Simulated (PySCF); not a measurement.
**Working out the ionisation energy of Si**

Si [Ne] 3s2 3p2 (3P) → Si+ [Ne] 3s2 3p1 (2P). Calculation: PySCF 2.14, in x2c-QZVPPall with one added diffuse shell each of s, p, d, f type (10s7p5d3f1g, 86 functions); the spin-free X2C one-electron Hamiltonian (Gaussian nucleus). Frozen: 1s2. Energies in hartree (1 hartree = 27.21139 eV):

| part | Si (lower) | Si+ (upper) |
| --- | --- | --- |
| UHF | -289.463343 | -289.183103 |
| CCSD correlation | -0.255665 | -0.239277 |
| (T) | -0.004932 | -0.003389 |

**Question.** What does Hartree-Fock give?

**Answer.** (-289.183103) − (-289.463343) = 0.280240 hartree = 7.626 eV.

**Question.** What do CCSD and CCSD(T) give?

**Answer.** The CCSD correlation energies differ by 0.016388 hartree = 0.446 eV and the triples by 0.001543 hartree = 0.042 eV, so CCSD gives 8.072 eV and CCSD(T) 8.114 eV.

Measured between the centres of the two terms (NIST): 8.157 eV, so CCSD(T) (valence and next inner shell) is off by -0.043 eV.

What remains against the reference includes basis incompleteness, the frozen core and higher excitations.
